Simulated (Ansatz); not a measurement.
HBGe, triplet: vertical spin and charge gaps

Geometry (PBE0/def2-TZVP stationary point for this spin, not checked as a minimum):

```tsv
atom	x (Å)	y (Å)	z (Å)
Ge	0.0000	0.0000	1.6897
B	0.0000	0.0000	-0.2506
H	0.0000	0.0000	-1.4391
```

Basis cc-pVDZ; Ansatz 0.2.0. Only valence electrons are correlated (noble-gas cores and the filled d shells of p-block atoms frozen). Prefix R: restricted or restricted open-shell reference. Active spaces: valence = (8e, 9o) chosen from the atoms' valence shells. No spin–orbit coupling is included, and no scalar relativity.

Gaps are energies of the second state less the first, at fixed atoms, for a selection of the levels run; each method lands on the state that its own search finds for that charge and spin.

For open shells CISD and CISDTQ are restricted-active-space CI with the open shells as a complete middle space. The determinant of the HBGe singlet fills πx and πy unequally, so it is a mixture of Σ and Δ, which weighs on every level built on one determinant.

Removing an electron, to the doublet: 8.396 eV at full CI (triplet A2, doublet ion B1, in C2v).

```tsv
level	gap (eV)	error (meV)
RHF	7.799	-597
RMP2	8.411	15
CISD	8.287	-109
RCCSD(T)	8.383	-13
RCCSDT	8.390	-6
CASSCF (valence space)	7.652	-744
NEVPT2 (valence space)	8.268	-128
MRCISD (valence space)	8.336	-60
B2PLYP	8.451	55
RPA-PBE	8.475	79
```

Removing an electron, to the quartet: 9.077 eV at full CI (triplet A2, quartet ion A2, in C2v).

```csv
level,gap (eV),error (meV)
RHF,8.350,-727
CISD,8.939,-138
BCCD(T),9.080,3
NEVPT2 (valence space),8.909,-168
MRCISD (valence space),9.013,-64
MRCISD+Q (valence space),9.084,7
PBE,9.358,281
PBE0,9.401,324
wB97M-V,9.484,407
RPA-PBE,9.355,278
```

Quintet less triplet: 3.335 eV at full CI (triplet A2, quintet B2, in C2v).

| level | gap (eV) | error (meV) |
| --- | --- | --- |
| RMP2 | 3.226 | -109 |
| RCCSD | 3.280 | -55 |
| RCCSD(T) | 3.324 | -11 |
| BCCD(T) | 3.322 | -13 |
| RCCSDT(Q) | 3.333 | -2 |
| CASSCF (valence space) | 3.177 | -158 |
| MRCISD (valence space) | 3.331 | -4 |
| MRCISD+Q (valence space) | 3.344 | 9 |
| PBE | 3.485 | 150 |
| RPA-PBE | 3.530 | 195 |

Singlet less triplet: 0.559 eV at full CI (triplet A2, singlet A1, in C2v).

By full CI's occupations no single determinant describes the singlet well.

| level | gap (eV) | error (meV) |
| --- | --- | --- |
| RHF | 1.129 | 570 |
| RMP2 | 0.870 | 311 |
| CISD | 0.843 | 284 |
| RCCSD | 0.721 | 162 |
| RCCSD(T) | 0.686 | 127 |
| BCCD(T) | 0.686 | 127 |
| RCCSDT* | 0.620 | 61 |
| CISDTQ | 0.634 | 75 |
| RCCSDT(Q)* | 0.566 | 7 |
| RCCSDTQ* | 0.563 | 4 |

An asterisk marks runs whose energy the program itself flagged as in doubt.

In so small a basis the reference is far from its limit while semilocal and hybrid functionals are nearer theirs (RPA and double hybrids share much of the reference's basis error), so the functionals' errors here hold much of the reference's basis and frozen-core error, which can add to them or hide them.

Full CI is exact within this basis and frozen core; it isn't the basis-set limit.
